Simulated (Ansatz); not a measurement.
# CH₅AlSi: single points off equilibrium

One table from this session's results is given with a row withheld; the runs are named, their logs left out.

Program: Ansatz 0.2.0, Gaussian basis. Level of theory: single points in def2-TZVPP. These are calculated values, not measurements.

Cores are frozen in the correlated methods.

**The starting structure**

SMILES `[AlH2][CH]=[SiH2]`, 8 atoms, charge 0, spin multiplicity 1.

Atoms are counted from 1 here; the program's logs count them from 0.

Bond lengths: Al1–C2 1.737 Å, Al1–H4 1.677 Å, Al1–H5 1.560 Å, C2–Si3 1.751 Å, C2–H6 1.148 Å, Si3–H7 1.585 Å, Si3–H8 1.286 Å. Angles: C2–Al1–H4 134.0°, C2–Al1–H5 130.8°, H4–Al1–H5 94.9°, Al1–C2–Si3 132.6°, Al1–C2–H6 104.9°, Si3–C2–H6 122.5°, C2–Si3–H7 132.5°, C2–Si3–H8 129.7°, H7–Si3–H8 97.1°.

Geometry (Å):

```xyz
8

Al   -1.32230    0.67090   -0.46830
C     0.30850    0.48540    0.09980
Si    1.27850   -0.92280    0.47890
H    -2.54640   -0.40390   -0.86570
H    -2.20640    1.94520   -0.63220
H     0.69660    1.55700    0.23500
H     2.71320   -1.09040    1.13100
H     0.95170   -2.16660    0.49200
```

The first run:

run/in.yaml

```yaml
crystal:
  periodic: [false, false, false]
  atoms:
    - {symbol: Al, position_ang: [-1.322300, 0.670900, -0.468300]}
    - {symbol: C, position_ang: [0.308500, 0.485400, 0.099800]}
    - {symbol: Si, position_ang: [1.278500, -0.922800, 0.478900]}
    - {symbol: H, position_ang: [-2.546400, -0.403900, -0.865700]}
    - {symbol: H, position_ang: [-2.206400, 1.945200, -0.632200]}
    - {symbol: H, position_ang: [0.696600, 1.557000, 0.235000]}
    - {symbol: H, position_ang: [2.713200, -1.090400, 1.131000]}
    - {symbol: H, position_ang: [0.951700, -2.166600, 0.492000]}
basis:
  gaussian: {orbitals: def2-TZVPP}
correlation: {method: ccsd_t}
output: {forces: true}
```

The command line of these runs was not kept.

Steps of the session up to this table: CCSD(T)/def2-TZVPP; PBE0-D4/def2-TZVPP; wB97M-V/def2-TZVPP; r2SCAN-D4/def2-TZVPP; PBE-D4/def2-TZVPP; HSE06-D4/def2-TZVPP; CAM-B3LYP-D4/def2-TZVPP.

One table of the session follows, with a row left open; its other results are not shown here.

| method | RMS force component (eV/Å) | angle to CCSD(T) forces (°) | dipole (D) |
| --- | --- | --- | --- |
| CCSD(T) | 2.408 | reference | 3.46 |
| PBE0-D4 | 2.392 | 3.5 | 3.63 |
| wB97M-V | ? | ? | ? |
| r2SCAN-D4 | 2.376 | 2.5 | 3.54 |
| PBE-D4 | 2.349 | 3.3 | 3.42 |
| HSE06-D4 | 2.392 | 3.3 | 3.62 |
| CAM-B3LYP-D4 | 2.384 | 4.0 | 3.75 |

Q: Estimate the row for wB97M-V from the others.

**Answer.** RMS force component (eV/Å): 2.392; angle to CCSD(T) forces (°): 3.6; dipole (D): 3.77.
